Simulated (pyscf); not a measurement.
PySCF, gas phase, ωB97X-D3(BJ)/def2-SVP geometries. Correlated levels are frozen-core, on RHF or UHF. ΔMP2 is the change of the MP2 total energy from the triple- to the quadruple-zeta basis.

**Question.** Estimate by transition-state theory (the high-pressure limit) the rate constant of Al–Cl [singlet] + silanol (HO–SiH₃) → HO–Al(SiH₃)–Cl (singlet surface; O–Si broken, Al–O, Al–Si formed) at 900 K, with CCSD(T)/def2-TZVPP + ΔMP2(QZVPP) energies (ideal gas, 1 atm, RRHO with modes under 100 cm⁻¹ raised to 100, one conformer, R ln 2 for chiral ones without a mode under 150 cm⁻¹; no tunnelling).

**Answer.** The electronic barrier is 10.5 kcal/mol and the thermal terms add +32.1, so ΔG‡ = 42.6 kcal/mol. With k_BT/h = 1.88e+13 s⁻¹ and RT = 1.788 kcal/mol, and a volume of 1.23e-19 cm³ per molecule at 1 atm, k = 1.0e-16 cm³ molecule⁻¹ s⁻¹. The product is born with the 40 kcal/mol of the reverse barrier and needs collisions to keep. Wigner's tunnelling factor for 280i cm⁻¹ would be 1.01. A shift of 1 kcal/mol in the barrier changes k by a factor 1.7. On the reactant side the descent ends in an adduct with a Al–O contact, 10.1 kcal/mol under the separated species and 17.2 kcal/mol under the saddle at ωB97X-D3(BJ)/def2-TZVP. What is counted as formed (Al–O) is already present as a longer contact in the reactant adduct; forming that adduct is a step of its own. At ωB97X-D3(BJ)/def2-TZVP the barrier from the zero used here is 7.1 kcal/mol. HO–Al(SiH₃)–Cl lies 24.7 kcal/mol over its isomer H₃Si–O–AlH–Cl (electronic energy, ωB97M-D3(BJ)/def2-TZVP). One saddle was located; it need not be the lowest between these sides. The CCSD(T) − MP2 part came from Ansatz, without density fitting, on the same reference.
